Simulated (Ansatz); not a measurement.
For antifluorite Mg2Ge, PBEsol (PAW; Ansatz, a first-principles code) gives:

- lattice parameter a: 6.364 Å
- bulk modulus B0: 52.5 GPa
- cohesive energy: 2.81 eV/atom
- band gap at the measured cell: 0.09 eV
- elastic constant C11: 113 GPa
- elastic constant C44: 44.0 GPa
- polycrystal shear modulus: 44.6 GPa
- enthalpy of formation: -0.285 eV/atom

Task: What does PBE0 (plane waves, PAW; Ansatz) give for the same quantities?

Result: 
- lattice constant a: 6.377 Å (rises by 0.2 %)
- bulk modulus: 55.1 GPa (rises by 5.0 %)
- cohesive energy: 2.57 eV/atom (drops by 0.24 eV/atom)
- band gap at the measured cell: 1.10 eV (rises by 1.01 eV)
- elastic constant C11: 121 GPa (goes up by 7.1 %)
- elastic constant C44: 47.2 GPa (grows by 7.3 %)
- Voigt–Reuss–Hill shear modulus: 48.1 GPa (increases by 7.8 %)
- formation enthalpy: -0.330 eV/atom (moves by -0.045 eV/atom)

For comparison: lattice constant a 6.385 Å (measured, temperature not stated, not corrected to a static lattice; as tabulated in Grosch, Range, J. Alloys Compd. 235, 250 (1996)); band gap 0.74 eV (measured, temperature not stated, not corrected to a static lattice, indirect, Γ–X; as tabulated in Ryu et al. (2019), arXiv:1905.06140); formation enthalpy -0.398 ± 0.006 eV/atom (measured, 298 K, copied from a table, unchecked, not corrected to a static lattice; as tabulated in Wang et al. (2021), doi:10.1038/s41598-021-94550-5).

Changes are worked out from the printed values.

Unless a cell is named, each level is at its own relaxed cell (PBEsol 21.48, PBE0 21.61 Å³/atom).

Spin–orbit coupling is included only where a level's name says +SOC; with heavier elements it mostly lowers gaps and can invert bands. Density-functional gaps are differences of (generalised) Kohn–Sham levels.

Ansatz's density-functional and Hartree–Fock values are scalar-relativistic unless marked +SOC, with PAW data made under PBE.
